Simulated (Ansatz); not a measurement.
Results of PBE (Ansatz, an electronic-structure program, plane waves, PAW) for chalcopyrite ZnGeP₂.

Numerical settings: plane-wave cutoff 520 eV, 10×10×10 k mesh, Fermi–Dirac smearing 0.01 eV, scalar-relativistic PAW data made under PBE.

Cell (measured lattice):

```
CELL_PARAMETERS angstrom
     -2.73000     2.73000     5.35500
      2.73000    -2.73000     5.35500
      2.73000     2.73000    -5.35500
ATOMIC_POSITIONS crystal
  Zn 0.00000 0.00000 0.00000
  Zn 0.75000 0.25000 0.50000
  Ge 0.50000 0.50000 0.00000
  Ge 0.25000 0.75000 0.50000
  P  0.87500 0.87283 0.49783
  P  0.12717 0.62500 0.00217
  P  0.37500 0.37717 0.50217
  P  0.62283 0.12500 0.99783
```

Question: Give the computed band gap and smallest direct gap on the k points sampled.

Answer: 
- band gap: 1.17 eV (indirect)
- smallest direct gap on the k points sampled: 1.34 eV

Measured, for comparison: band gap 2.05 eV (temperature not stated, no zero-point or thermal correction, pseudodirect, our sources range from 1.80 to 2.20; as tabulated in Rashkeev et al. (1999), arXiv:cond-mat/9809378).

Note: cell and atoms aren't relaxed at this level (pressure 2.1 GPa).

Spin–orbit coupling is not included.

Static lattice: no zero-point or thermal effects.
